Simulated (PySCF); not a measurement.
**CF₂ + NH₃ → HCN + 2 HF**

Level: PBE0 in the def2-TZVP basis family, all electrons, no relativity, computed in PySCF with density fitting; open shells unrestricted.

```tsv
species	state and structure	E (Eh)	ZPE (kJ/mol)	H(298 K) − H(0) (kJ/mol)	S° (J/(mol K))
CF₂	singlet, C2v, C–F 1.296 Å (×2); F–C–F 104.8°	-237.56926	18.6	10.3	240.6
NH₃	singlet, C3v, N–H 1.013 Å (×3); H–N–H 107.1° (×3)	-56.51312	90.6	10.0	192.4
HCN	singlet, C∞v, C–H 1.069 Å, C–N 1.146 Å; H–C–N 180.0°	-93.34542	43.3	9.1	201.2
HF	singlet, C∞v, H–F 0.920 Å	-100.39188	24.9	8.7	173.6
```

**Question.** What is the electronic reaction energy?

**Answer.** At PBE0/def2-TZVP, ΔE = -122.9 kJ/mol from the differences of the total energies times 2625.5, downhill. Ammonolysis steps of this kind drive nitride growth.

**Question.** Add zero-point, thermal and entropy terms for 298.15 K and 1 bar.

**Answer.** ΔZPE = -16.1 and Δ[H(298) − H(0)] = 6.2 kJ/mol give ΔH° = -132.8 kJ/mol. ΔS° = 115.4 J/(mol K), so ΔG° = -132.8 − 298.15 × (0.1154) = -167 kJ/mol.

The structures come from searches over a few start shapes, so lower isomers are not excluded.
